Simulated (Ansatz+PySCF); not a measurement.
Results of a calculation; reference values are marked as such.
Input for Ansatz (development build ahead of 0.2.0):

```yaml
crystal:
  periodic: [false, false, false]
  atoms:
    - { symbol: C, position_ang: [0.0, 0.0, 0.0] }
    - { symbol: H, position_ang: [1.03583, 0.0, 0.0] }
    - { symbol: H, position_ang: [-0.54517, 0.94427, 0.0] }
    - { symbol: H, position_ang: [-0.54517, -0.94427, 0.0] }
basis:
  gaussian: { orbitals: STO-3G }
magnetization:
  initial_magnetization: 1
hamiltonian:
  xc: hf
correlation:
  method: ccsd_t
  frozen_orbitals: { C: 1, H: 0 }
scf:
  omitted_lower_state_checks: [stability, starts, atomic_configurations, cluster_reference, orbital_swaps, given_window_search, neighbouring_geometries, increment]
```

The input is written out in the form of the current development build from the run's settings. Correlation on restricted open-shell orbitals is semicanonical, with singles.

Results

* Converged: yes
* Reference energy: -39.07021 hartree
* CCSD correlation energy: -0.06126 hartree
* Triples correction: -0.00012 hartree
* Total energy: -39.13159 hartree
* Spin squared of the determinant: 0.750
* Largest doubles amplitude: 0.07
* Occupied orbitals by symmetry in an Abelian subgroup (alpha; beta): 3 A1 1 B1 1 B2; 3 A1 1 B2
